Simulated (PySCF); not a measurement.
**AlS+: from the state search to spectroscopic constants**

One job finds the state of AlS+, follows it along the bond with each method and fits the curves.

Method: Al 6-31G(d,p), S 6-31G(d,p), no relativity; program: PySCF 2.14.0.

## Step 1: Set-up

Settings of the job:

| Item | Value |
| --- | --- |
| atoms | Al, S |
| charge | 1 |
| basis | Al 6-31G(d,p), S 6-31G(d,p) |
| Hamiltonian | no relativity |
| basis functions | 36 |
| electrons treated | 28 |
| masses in u | 26.9815, 31.9721 |
| levels | PBE0, PBE, r²SCAN, LDA, r²SCAN0, B97-3, LC-ωPBE, HF, MP2, SCS-MP2, CCSD, CCSD(T) |
| grid | 80 radial by 434 angular points |
| occupations | held fixed by the projection of orbital angular momentum |
| dissociation limit | Al+ + S, each in its ground configuration |
| starting distance in angstrom | 2.280 |
| values of 2S to try | 0, 2 |

The run is started by

```bash
$ OMP_NUM_THREADS=1 python dia.py task.json out
```

The runs that follow: PBE0 along the bond; Higher solutions at PBE0; PBE; r²SCAN; LDA; r²SCAN0 (hybrid meta-GGA); B97-3; LC-ωPBE (range-separated hybrid); UHF (mean field); Correlated methods on the Hartree–Fock reference.

**Question.** What will these runs give? Wanted: for each run, Re; ωe; De; μ.

**Answer**, as computed:

Lowest PBE0 solution found, without spin–orbit coupling: ³Π (triplet), unpaired electrons σ ↑, π ↑. State 2 has its PBE0 minimum 0.12 eV higher, as a spin-mixed determinant (⟨S²⟩ = 1.01), so this is no gap between pure states. State 3 has its PBE0 minimum 0.42 eV higher. State 4 has its PBE0 minimum 0.62 eV higher. The other levels ran on the lowest alone.

```csv
level,Re (Å),ωe (cm⁻¹),De (eV),μ (D)
UHF,2.181,442,0.227,-5.42
UHF-MP2,2.170,500,0.65,n/a
UHF-SCS-MP2,2.180,480,0.50,n/a
UHF-CCSD,2.203,418,0.473,n/a
UHF-CCSD(T),2.202,435,0.58,n/a
LDA,2.190,462,1.56,-4.29
PBE,2.214,442,1.23,-4.38
r²SCAN,2.181,479,1.34,-4.71
PBE0,2.190,460,1.08,-4.66
r²SCAN0,2.173,482,1.17,-4.87
B97-3,2.199,454,1.00,-4.70
LC-ωPBE,2.155,498,0.98,-4.98
```

De is counted to Al+ + S in their ground configurations. A positive dipole points from Al to S; in an ion it is taken about the centre of mass and does not tell which atom is negative.

**Reading.** The methods spread over 0.058 Å in bond length, from LC-ωPBE to PBE. CCSD(T) can't serve as the judge here: for a weak bond in this basis it is far from its limit. Among the levels with a De in the table, it runs from 0.227 eV (UHF) to 1.56 eV (LDA).

Correlated steps freeze 10 core orbitals.
